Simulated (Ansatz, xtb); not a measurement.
## Relative energy of two isomers of C4H12P2

We compare X, `CC(C)(C)PP`, a singlet, with Y, `CPCP(C)C`, a singlet. Both are isolated molecules in the gas phase, relaxed with PBE-D3(BJ)/def2-SVP; the shapes shown needn't be the lowest conformers.

X (Å):

```yaml
atoms:
  - { symbol: C, position_ang: [-1.0861, 0.0808, -0.3950] }
  - { symbol: C, position_ang: [0.2422, 0.5614, 0.2126] }
  - { symbol: C, position_ang: [1.3691, 0.4621, -0.8315] }
  - { symbol: C, position_ang: [0.1112, 2.0034, 0.7171] }
  - { symbol: P, position_ang: [0.7142, -0.6837, 1.5912] }
  - { symbol: P, position_ang: [-0.9503, -0.2768, 3.0694] }
  - { symbol: H, position_ang: [-1.9189, 0.1539, 0.3360] }
  - { symbol: H, position_ang: [-1.3574, 0.7112, -1.2687] }
  - { symbol: H, position_ang: [-1.0228, -0.9712, -0.7425] }
  - { symbol: H, position_ang: [2.3455, 0.7799, -0.4104] }
  - { symbol: H, position_ang: [1.1465, 1.1252, -1.6954] }
  - { symbol: H, position_ang: [1.4825, -0.5720, -1.2161] }
  - { symbol: H, position_ang: [-0.1836, 2.6766, -0.1177] }
  - { symbol: H, position_ang: [-0.6595, 2.0916, 1.5096] }
  - { symbol: H, position_ang: [1.0712, 2.3770, 1.1283] }
  - { symbol: H, position_ang: [1.6301, 0.1939, 2.2817] }
  - { symbol: H, position_ang: [-1.6118, -1.5374, 2.8405] }
  - { symbol: H, position_ang: [-0.1912, -0.8201, 4.1676] }
```

Y (Å):

```tsv
atom	x (Å)	y (Å)	z (Å)
C	1.7909	-0.9604	0.3571
C	-0.9935	-0.6940	-0.3085
C	-2.2667	1.7429	-1.0290
C	-2.1227	0.9836	1.6975
P	0.1633	-1.8360	0.6330
P	-1.0161	1.1103	0.2033
H	1.7203	0.1373	0.4932
H	2.1348	-1.1733	-0.6752
H	2.5459	-1.3737	1.0549
H	-0.0959	-1.3046	1.9514
H	-0.6723	-0.7419	-1.3719
H	-2.0161	-1.1316	-0.2687
H	-1.8144	1.7550	-2.0411
H	-3.1896	1.1252	-1.0548
H	-2.5418	2.7856	-0.7706
H	-2.3582	2.0033	2.0628
H	-3.0726	0.4504	1.4794
H	-1.5900	0.4517	2.5107
```

Quicker runs give these differences E(Y) − E(X): GFN2-xTB +0.768 eV; HF/STO-3G −0.637 eV (at GFN2-xTB geometries); r2SCAN-D4/def2-SVP −0.050 eV (at GFN2-xTB geometries).

Which of the two would you expect CCSD(T)/def2-SVP + ΔMP2/def2-TZVPP electronic energies to favour?

Not settled: CCSD(T)/def2-SVP + ΔMP2/def2-TZVPP gives E(Y) − E(X) = −0.106 eV, but this leans on the basis-set step: CCSD(T) alone gives +0.174 eV.

How the difference moves with the method:

```csv
level,geometry,E(Y) − E(X) (eV),departure from the last row (eV),"job, with rough time for the two"
GFN2-xTB,GFN2-xTB,+0.768,+0.874,"optimisation, 0.39 s"
HF/STO-3G,GFN2-xTB,−0.637,−0.531,"single point, 0.42 s"
r2SCAN-D4/def2-SVP,GFN2-xTB,−0.050,+0.056,"single point, 4.5 s"
PBE-D3(BJ)/def2-SVP,PBE-D3(BJ)/def2-SVP,+0.022,+0.128,"optimisation, 34 s"
HF/def2-SVP,PBE-D3(BJ)/def2-SVP,−0.074,+0.032,part of the CCSD(T) run
MP2/def2-SVP,PBE-D3(BJ)/def2-SVP,+0.126,+0.232,part of the CCSD(T) run
CCSD(T)/def2-SVP,PBE-D3(BJ)/def2-SVP,+0.174,+0.280,single point
CCSD(T)/def2-SVP + ΔMP2/def2-TZVPP,PBE-D3(BJ)/def2-SVP,−0.106,,"single point, 82 s"
```

As drawn, Y has 4 C–P, 2 C–H in place of 3 C–C, 1 P–P, 2 P–H.

GFN2-xTB, PBE-D3(BJ)/def2-SVP, MP2/def2-SVP, CCSD(T)/def2-SVP put the two in the other order. The largest departure from CCSD(T)/def2-SVP + ΔMP2/def2-TZVPP is that of GFN2-xTB, 0.874 eV. The last row adds to CCSD(T) the change of the MP2 difference between the two basis sets, here −0.280 eV, a large step that makes the value less sure.

With thermal terms from frequencies at re-optimised GFN2-xTB minima (ideal gas, soft modes damped towards free rotors, one conformer each, 298.15 K, 1 atm): the zero-point term adds −0.005 eV; ΔH is −0.097 and ΔG −0.143 eV.

The correlated steps freeze 14 core orbitals. Codes used: Ansatz 0.2.0, xtb 6.7.1; the last row on 4 threads of Arm Neoverse V1 on a shared host.
